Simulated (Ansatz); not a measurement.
in.yaml

```yaml
crystal:
  periodic: [false, false, false]
  atoms:
    - {symbol: Al, position_ang: [0.000000, 0.000000, 0.262963]}
    - {symbol: C, position_ang: [0.000000, 0.000000, -2.117037]}
    - {symbol: H, position_ang: [0.000000, 0.000000, 1.854074]}
basis:
  gaussian: {orbitals: 6-31G}
magnetization: {spin_polarized: false}
correlation: {method: ccsdt_q, electrons: outside_noble_gas}
```

```sh
$ ansatz run in.yaml --threads 1 --pin off --events-out ev --progress --plain --max-ram 2393MiB
```

The program prints:

```
500 factors; integrals over basis functions are off by at most 6.7e-8 eV
mean field evaluation 1: about -7619.6848 eV, gradient 8.8e0 eV
mean field evaluation 2: about -7619.6859 eV, gradient 8.8e0 eV
mean field evaluation 4: about -7620.1832 eV, gradient 2.2e0 eV
mean field evaluation 8: about -7620.2414 eV, gradient 9.4e-2 eV
mean field evaluation 16: about -7620.0632 eV, gradient 4.7e0 eV
mean field evaluation 32: about -7612.1181 eV, gradient 1.3e1 eV
mean field evaluation 64: about -7619.0298 eV, gradient 1.2e1 eV
mean field evaluation 96: about -7596.3108 eV, gradient 2.7e1 eV
mean field evaluation 128: about -7616.8744 eV, gradient 1.5e-3 eV
mean field evaluation 160: about -7606.9432 eV, gradient 1.8e1 eV
...
mean field -7620.24176116 eV, -280.0387195373 hartree, gradient 2.0e-6 eV, S^2 0.000000; 5 other end points of the search recorded, 0 dependent functions left out; unrestricted orbitals would lower it
...
determinant -7620.24176116 eV, -280.0387195373 hartree, with singles and doubles -7624.23903842 eV, -280.1856167671 hartree
determinant -7616.87440383 eV, -279.9149714377 hartree, with singles and doubles -7620.12868850 eV, -280.0345641936 hartree
...
unrestricted determinant -7621.54135668 eV, -280.0864787918 hartree, S^2 1.0000
6 core orbitals not correlated: weight in the atoms' cores, before any rotation towards them, 1.000 or more for the frozen orbitals, at most 0.000 for the correlated occupied ones
reference -7620.24176116 eV, -280.0387195373 hartree; 4, 4 occupied and 14, 14 virtual orbitals, 500 factors
second order -2.71647244 eV of doubles, -0.00000000 eV of singles
...
cycle  25  -4.31801920 eV  change    3.4e-5 eV  update   2.4e-5
cycle  26  -4.31801107 eV  change    8.1e-6 eV  update   1.7e-5
cycle  27  -4.31800956 eV  change    1.5e-6 eV  update   1.4e-5
cycle  28  -4.31800365 eV  change    5.9e-6 eV  update   1.2e-5
cycle  29  -4.31800707 eV  change   -3.4e-6 eV  update   9.4e-6
cycle  30  -4.31801294 eV  change   -5.9e-6 eV  update   6.8e-6
cycle  31  -4.31802187 eV  change   -8.9e-6 eV  update   5.0e-6
cycle  32  -4.31802795 eV  change   -6.1e-6 eV  update   2.7e-6
cycle  33  -4.31802953 eV  change   -1.6e-6 eV  update   1.4e-6
cycle  34  -4.31802941 eV  change    1.3e-7 eV  update   8.1e-7
perturbative correction -0.08514037 eV, -0.0031288510 hartree
Total energy: -7624.64493094 eV, -280.2005330421 hartree
```

The T1 diagnostic is 0.118.

For the same geometry and basis full CI lies 19.8 meV lower. By full CI's occupations no single determinant describes the state well. The determinant fills πx and πy unequally, so it is a mixture of Σ and Δ. RHF is unstable: UHF (⟨S²⟩ = 1.00) lies 1.30 eV below the lowest RHF solution. Higher spins weren't run at this geometry and may lie near or lower.

Ran on 1 thread of Arm Neoverse V2, shared host: 1.6 s wall, 0.14 GiB peak host memory.
